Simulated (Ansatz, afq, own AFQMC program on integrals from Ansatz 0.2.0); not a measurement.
# NO, quartet: AFQMC among the cluster methods

```xyz
2

N     0.0000    0.0000    0.0000
O     0.0000    0.0000    1.4028
```

Basis 6-31G. Noble-gas cores (and the filled d shells of Ga–Kr and In–Xe) are frozen. Integrals, coupled cluster, full CI and functionals: Ansatz 0.2.0; the random walks run on the same integrals in our own AFQMC program. The CISD trial takes its coefficients from CCSD amplitudes. Released means that phaseless walkers are propagated on without the constraint, phases kept. Error bars are statistical, one sigma.

Determinant: UHF, the one that the program's search chose, which needn't be the lowest solution. The geometry is a point of a scan.

Full CI on the same integrals is exact in this basis and with this determinant's frozen core.

Cautions: lower spins were not checked.

```
T1 diagnostic                               : 0.0266
weight of the determinant in the CISD state : 0.920
⟨S²⟩ of the determinant                     : 3.768
size of the correlated space                : 11 electrons in 16 orbitals
```

Reference: full CI, correlation energy -4.514 eV. The released energy is read at 2.40 1/Eh (meV from the phaseless value at times in 1/Eh: -5 ± 3 at 0.24, -7 ± 4 at 0.51, -17 ± 3 at 0.99, -11.8 ± 2.2 at 1.62, -13 ± 6 at 2.40).

| level | E − E(reference) (mEh) | share of correlation (%) |
| --- | --- | --- |
| HF | 165.88 | 0.00 |
| MP2 | 23.87 | 85.61 |
| CCSD | 4.76 | 97.13 |
| CCSD(T) | 1.33 | 99.20 |
| CCSDT | 0.49 | 99.70 |
| CCSDT(Q) | 0.01 | 99.99 |
| CCSDTQ | 0.03 | 99.98 |
| ph-AFQMC/HF | 2.47 ± 1.00 | 98.51 |
| ph-AFQMC/CISD | 0.58 ± 0.13 | 99.65 |
| released AFQMC | 0.10 ± 0.22 | 99.94 |

CCSDT and higher add their correlation energy to the determinant of the CCSD(T) run, since their own runs factorise the integrals more tightly (a shift of under 2 meV). Released energies are given only where the last usable release times agree within the noise; a slower fall can still hide under it.
